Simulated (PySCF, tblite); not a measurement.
Complex of methanethiol and acetylene

A gas-phase complex of methanethiol and acetylene; neutral, singlet. The structure comes from a short search (6 tight-binding starts) and was relaxed by PBE0-D3(BJ)/def2-SVPD; another way of binding may lie lower. No frequency run checks that it is a minimum.

Parts: 1 = methanethiol (CS), atoms 1–6; 2 = acetylene (C#C), atoms 7–10.

```tsv
atom	part	x (Å)	y (Å)	z (Å)
C1	1	0.027	-0.328	-0.551
S2	1	1.273	-1.148	0.484
H3	1	0.417	-0.106	-1.554
H4	1	-0.806	-1.035	-0.648
H5	1	-0.344	0.589	-0.078
H6	1	2.144	-0.118	0.556
C7	2	2.860	-1.610	-4.031
C8	2	2.578	-1.710	-2.860
H9	2	3.112	-1.530	-5.072
H10	2	2.327	-1.781	-1.812
```

Contacts between parts, classed by geometry: H10···S2 2.604 Å (C–H hydrogen bond, 159°).

Interaction energies are complex less parts, with the parts frozen as they stand in it; counterpoise-corrected, in kcal/mol (PySCF).

Give the interaction energy at each level run.


```
                  level  interaction  superposition error removed
wB97M-D3(BJ)/def2-TZVPD        -2.60                        -0.11
 PBE0-D3(BJ)/def2-TZVPD        -2.98                        -0.08
```

What holds them together? Decompose the wB97M-D3(BJ)/def2-TZVPD energy: frozen parts, their antisymmetrised product, then relaxation.

electrostatic -4.1, Pauli repulsion +4.5, orbital relaxation -1.9, dispersion correction -1.3 kcal/mol, which sum to the value before the counterpoise correction; the Pauli term holds the exchange-correlation of the frozen density too. Of the attraction, 56 % is electrostatic, 26 % is orbital relaxation, 18 % is dispersion correction.

The parts were also relaxed and run alone, at the levels used for the complex: shieldings by PBE0/pcSseg-2; core levels by delta-SCF with SCAN, pcX-2 on the ionised atom and pcseg-1 elsewhere, spin-free X2C (2p3/2 is the spin-free 2p value less a third of a first-order spin-orbit splitting).

Values alone: C8–H10 bond (Å): 1.074; shielding of H10 (ppm): 29.92; shielding of S2 (ppm): 627.1; shielding of C8 (ppm): 107.6; S2 2p3/2 core level (eV): 169.70.

What does binding change?


| property | alone | in the complex | change |
| --- | --- | --- | --- |
| C8–H10 bond (Å) | 1.074 | 1.080 | +0.006 |
| shielding of H10 (ppm) | 29.92 | 27.91 | -2.01 |
| shielding of S2 (ppm) | 627.1 | 624.9 | -2.2 |
| shielding of C8 (ppm) | 107.6 | 103.9 | -3.7 |
| S2 2p3/2 core level (eV) | 169.70 | 169.85 | +0.16 |
